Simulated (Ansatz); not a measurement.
A calculation with Ansatz (development build ahead of 0.2.0).

```yaml
crystal:
  periodic: [false, false, false]
  atoms:
    - { symbol: Cl, position_ang: [0.0, 0.0, -0.52338] }
    - { symbol: F, position_ang: [0.0, 0.0, 0.98861] }
basis:
  gaussian: { orbitals: STO-3G }
hamiltonian:
  xc: hf
```

The input is written out in the form of the current development build from the run's settings.

Output:

* Converged: yes
* Total energy: -552.50042 hartree
* Spin squared of the determinant: 0.000

Caution: no unrestricted run beside it, a lower state can exist.
